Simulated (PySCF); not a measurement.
Compound: H3O2P.
Geometry (PBE0-D3(BJ)/def2-TZVP, Å), atoms numbered from 1 in this order:
```
atom  x, y, z in Å
O1    -0.4472    1.2625   -0.8849
P2    -0.3867    0.0675   -0.0372
O3     1.0729   -0.4134    0.4048
H4    -1.0172    0.1497    1.2204
H5    -0.9464   -1.0949   -0.6093
H6     1.7537    0.0014   -0.1374
```

The closed-shell ground state was solved at several levels (PySCF, density fitting, gas phase, non-relativistic). Isolated species at its PBE0-D3(BJ)/def2-TZVP geometry (one conformer only).

```
           level  basis functions  HOMO (eV)  LUMO (eV)  gap (eV)  dipole (D)
wB97X-D/pcSseg-2              157     -10.43       2.05     12.48        2.47
  B97-2/pcSseg-2              157      -8.24       0.23      8.47        2.41
   PBE0/pcSseg-2              157      -8.52       0.21      8.73        2.42
```

Task: What might KT3/pcSseg-2 (157 basis functions) give for the same quantities?

Result: HOMO -7.12 eV, LUMO -0.81 eV, gap 6.31 eV, dipole 2.25 D.

Task: Over all these levels, which gives the widest orbital gap and which the narrowest?

Result: wB97X-D/pcSseg-2 (range-separated hybrid) has the widest, 12.48 eV, and KT3/pcSseg-2 (GGA) the narrowest, 6.31 eV. From the narrowest to the widest the HOMO moves by -3.31 eV and the LUMO by +2.86 eV.

Task: In the pcSseg-2 basis, how does the gap go with the fixed share of exact exchange?

Result: KT3 (0 %) 6.31 eV; B97-2 (21 %) 8.47 eV; PBE0 (25 %) 8.73 eV. Each rise in the share widens the gap here.

Task: How far do the dipole and the HOMO energy spread over the levels?

Result: The dipole runs from 2.25 to 2.47 D (mean 2.39 D) and the HOMO from -10.43 to -7.12 eV.
